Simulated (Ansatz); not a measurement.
Relaxed structures of MgBH3O, closed shell (PBE0-D4/def2-TZVP; forces vanish, vibrations not checked; lower isomers may exist, and structures with a doubtful reference or unclear bonds are left out; Å). Program: Ansatz 0.2.0. Basis: def2-TZVPP. Cores are frozen in the correlated methods. The outer core shell of Li, Na, Mg and K is correlated. The def2 sets are not built for correlating such inner shells, so the correlated values are less sure here.

(1) Rank them by CCSD(T) energy, lowest first, and give each one's height above the lowest. Links in brackets join atoms within 1.22 times the sum of their covalent radii (1.1 for two metals). (To be estimated.)
A.
a complex of MgBHO ([O][B][MgH]) + H₂
```
6
angstrom
O 0.3822 -0.3646 -0.4778
B 0.3113 0.1726 0.6000
Mg 0.1803 1.1668 2.5949
H 0.5431 -1.5148 -2.7838
H 0.5907 -1.8482 -3.4519
H 0.0811 1.9199 4.1067
```
B.
a complex of BH₃O ([BH2][OH]) + Mg
```
6
angstrom
O -1.2505 -0.0190 -1.1200
B 0.0868 0.1340 -0.9772
Mg 0.7451 -0.1210 2.1137
H -1.5134 -0.9274 -1.2874
H 0.8328 -0.8019 -1.1005
H 0.4877 1.2472 -0.7868
```
C.
MgBH₃O ([OH][BH][MgH])
```
6
angstrom
O -1.2781 -0.2475 -0.8409
B 0.0537 -0.2359 -0.5535
Mg 0.7054 0.5708 1.5034
H -1.4809 -0.5958 -1.7158
H 0.7870 -0.6603 -1.4259
H 1.2128 1.1686 3.0327
```

No T1 diagnostic of these runs exceeds 0.015.

## Answers

(1) The calculation gives: B (0.0 kJ/mol), A (52.6 kJ/mol), C (84.9 kJ/mol). Heights count from the lowest.

For scale, one of the runs: CCSD(T)/def2-TZVPP, 136 basis functions, launched by `ansatz run in.yaml --threads 2 --pin off --events-out ev --progress --plain --max-ram 4352MiB`. The run took 15 s on 2 CPU threads of an Arm Neoverse V2 (shared host), with 0.83 GiB of host memory at its peak.
